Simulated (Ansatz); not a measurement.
Isolated molecules relaxed with PBE0-D4/def2-TZVP in Ansatz; ΔE leaves out vibrations. CCSD(T)/CBS is the MP2 limit (def2-TZVPP, def2-QZVPP) plus CCSD(T) − MP2 in def2-TZVPP, frozen cores. This one scheme is used for every species. DFT in def2-TZVPP. HSE06 is defined as in plane-wave codes.

Consider the cleavage of the Al–B bond: `[AlH2][BH]Cl` + `C=N` → `C=[N][AlH2]` + `BCl`.

```csv
level,ΔE (eV)
PBE,-1.08
r2SCAN,-1.21
HSE06,-1.09
LC-ωPBE,-1.12
```

(1) What does CCSD(T)/CBS give? (An estimate is asked.)

Largest T1 diagnostic among the species: 0.015.

Results:

(1) Ansatz gave: -1.13 eV. The listed levels differ from it by 0.05, -0.08, 0.04, 0.01 eV.

At CCSD(T), def2-SVP lies −0.05 eV from the extrapolated value and def2-TZVPP −0.01 eV. Leaving LDA and LC-ωPBE aside and taking each functional with its dispersion term where it has one, the values, not all of them listed here, spread over 0.18 eV, from CAM-B3LYP-D4 to revPBE-D4. LDA lies −0.08 eV from PBE without D4.
